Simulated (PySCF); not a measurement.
Species: pyrrole, C₄H₅N.
Z-matrix (Å and degrees, GFN2-xTB geometry), rows numbered from 1:
```
C 
C   1  1.4092
C   2  1.3672  1  107.17
N   3  1.3586  2  108.15  1     0.00
C   4  1.3586  3  109.35  2     0.00
H   1  1.0718  2  126.41  3   179.99
H   2  1.0720  1  126.44  3  -179.99
H   3  1.0724  2  130.45  1   179.94
H   4  1.0061  3  125.34  2  -179.92
H   5  1.0723  1  130.45  2  -179.99
```

Definitions: NICS(0) = −σiso at the ring centroid; NICS(1) = −σiso and NICS(1)zz = −σzz at ±1 Å along the ring normal z. Level: GIAO PBE0/pcSseg-1 (PySCF, non-relativistic, gas phase) on the GFN2-xTB geometry, one conformer.

Ring bond lengths (Å), with Mayer bond orders in brackets: C1–C2 1.409 (1.36), C2–C3 1.367 (1.52), C3–N4 1.359 (1.16), N4–C5 1.359 (1.16), C5–C1 1.367 (1.52).

**Question.** Give the NICS values of each ring in ppm.

**Answer.** 
```
          ring                                               type  NICS(0)  NICS(1), two faces  NICS(1)zz, two faces  rms pucker (Å)  centre to ring atoms, mean (Å)
C1–C2–C3–N4–C5  5-membered ring with N; formal bonds all aromatic    -14.6       -11.5 / -11.5         -31.8 / -31.8            0.00                            1.17
```

**Question.** What can be read from them?

**Answer.** 
- C1–C2–C3–N4–C5: mean NICS(1)zz -31.8 ppm, shielded, aromatic by this magnetic criterion (flat ring, no four-coordinate atom).

**Question.** And the bond-length index? Use HOMA with the parameters of Krygowski (1993).

**Answer.** 
- C1–C2–C3–N4–C5: HOMA 0.91; the largest term is that of C1–C2, α(R − Ropt)² = 0.12. The geometric and the magnetic index point the same way.

**Question.** What field does 7.05 T along the ring normal induce along that normal at the first NICS(1) probe listed for ring C1–C2–C3–N4–C5, 1 Å off the ring?

**Answer.** NICSzz × B0 = -31.8 ppm × 7.05 T = -224 μT, against the applied field.

**Question.** How shielded are the nuclei of the rings and their hydrogens (means over atoms taken as equivalent)?

**Answer.** 
```json
{"atoms": "C1 (×2)", "environment": "aromatic CH carbon", "σ isotropic (ppm)": "73.3", "principal values of the symmetric part, first atom (ppm)": "-9.2, 62.1, 167.1"}
{"atoms": "C3 (×2)", "environment": "aromatic CH next to a ring nitrogen", "σ isotropic (ppm)": "67.4", "principal values of the symmetric part, first atom (ppm)": "-7.6, 65.5, 144.4"}
{"atoms": "N4", "environment": "pyrrole-type nitrogen", "σ isotropic (ppm)": "97.9", "principal values of the symmetric part, first atom (ppm)": "4.8, 104.7, 184.3"}
{"atoms": "H6 (×2)", "environment": "aromatic hydrogen", "σ isotropic (ppm)": "25.25", "principal values of the symmetric part, first atom (ppm)": "22.9, 26.0, 26.9"}
{"atoms": "H8 (×2)", "environment": "aromatic hydrogen", "σ isotropic (ppm)": "25.00", "principal values of the symmetric part, first atom (ppm)": "21.9, 25.8, 27.4"}
{"atoms": "H9", "environment": "N–H hydrogen", "σ isotropic (ppm)": "24.01", "principal values of the symmetric part, first atom (ppm)": "18.1, 23.9, 30.1"}
```

Time: 5.5 s; peak memory 0.50 GiB. Hardware: one thread of an Arm Neoverse V2 (shared host). This is the whole shielding run at PBE0/pcSseg-1, SCF included.
